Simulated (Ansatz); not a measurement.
System: Si$_{2}$H$_{5}$ (charge 0, doublet). It need not be the lowest isomer of its formula. 
Geometry from a B3LYP-D3(BJ)/def2-TZVP (Ansatz, a quantum-chemistry and plane-wave program) optimisation:
SMILES: [SiH2][SiH3]
```xyz
7

Si     0.0124     0.0207     1.2119
Si    -0.0099     0.0487    -1.1206
H     -1.2086    -0.5655     1.8221
H      1.2176    -0.6195     1.7989
H     -0.0369    -1.3162    -1.7072
H     -1.2105     0.7840    -1.5839
H      1.2034     0.7464    -1.6084
```
Charge 0, spin multiplicity 2.

Basis-set convergence of Hartree-Fock and MP2 correlation energies (hartree) with Ansatz. Valence correlation only, unless marked. UHF or UKS for open shells. No spin-orbit coupling. No relativistic terms.

```
basis        functions       E(HF)  E(corr, MP2)
-----------  ---------  ----------  ------------
def2-SVPD           88  -580.54848      -0.19970
def2-TZVPPD        181           …             …
```

### Question
What belongs in the gaps?

### Answer

- def2-TZVPPD, E(HF): -580.74922
- def2-TZVPPD, E(corr, MP2): -0.23956
